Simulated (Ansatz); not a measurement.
Compare A (`CCC(C)F`) with its isomer B (`CCCCF`).

Isolated molecules relaxed with PBE0-D4/def2-TZVP in Ansatz; ΔE leaves out vibrations. CCSD(T)/CBS is the MP2 limit (def2-TZVPP, def2-QZVPP) plus CCSD(T) − MP2 in def2-TZVPP, frozen cores. Functionals use def2-TZVPP. B3LYP here is the variant with VWN-RPA as its local correlation; programs differ in this. Each species was taken in one conformer, which may not be the lowest.

A:

```xyz
14

C     1.7195    0.5025   -0.7500
C     0.6247   -0.3978   -0.2063
C    -0.6071    0.3598    0.2349
C    -1.6959   -0.5204    0.7930
F    -1.1238    1.0481   -0.8654
H     2.5866   -0.0800   -1.0678
H     1.3625    1.0733   -1.6087
H     2.0567    1.2147    0.0082
H     0.9932   -0.9676    0.6536
H     0.3219   -1.1308   -0.9621
H    -0.3276    1.1298    0.9656
H    -1.3494   -1.0249    1.6977
H    -1.9848   -1.2792    0.0620
H    -2.5764    0.0726    1.0453
```

B:

Z-matrix (Å, degrees):
```
C
C 1 1.518
H 1 1.092 2 111.5
H 1 1.094 2 111.3 3 120.2
H 1 1.094 2 111.1 3 -120.0
C 2 1.520 1 112.7 3 -179.9
H 2 1.094 1 109.9 3 58.3
H 2 1.096 1 109.8 3 -58.2
C 6 1.506 2 113.6 1 -179.1
H 6 1.097 2 110.0 1 60.1
H 6 1.096 2 110.1 1 -56.9
F 9 1.387 6 110.4 2 63.3
H 9 1.095 6 111.3 2 -55.7
H 9 1.094 6 111.5 2 -177.5
```

**Question.** Which isomer does CCSD(T)/CBS put lower? Give the gap. (Estimate.)

**Answer.** Computed: A, by 4.5 kcal/mol.

**Question.** Give E(B) − E(A) in kcal/mol with B3LYP, LDA (SPW92), B3LYP-D4, ωB97M-V, B2PLYP, CCSD(T)/def2-SVP, CCSD/def2-TZVPP. (Best estimate.)

**Answer.** Computed: B3LYP 4.1, LDA (SPW92) 5.2, B3LYP-D4 4.4, ωB97M-V 4.7, B2PLYP 4.3, CCSD(T)/def2-SVP 4.4, CCSD/def2-TZVPP 4.2. None reverses the order clearly.

**Question.** Does the order hold for the free energy at 298.15 K (harmonic terms from PBE0-D4)? (Estimate.)

**Answer.** Computed: Yes: G(B) − G(A) = +4.8 kcal/mol, for one conformer each.

Largest T1 diagnostic: 0.010.

Leaving LDA and LC-ωPBE aside and taking each functional with its dispersion term where it has one, the values, not all of them listed here, spread over 0.8 kcal/mol, from revPBE-D4 to B97M-V. LDA lies +0.9 kcal/mol from PBE without D4.
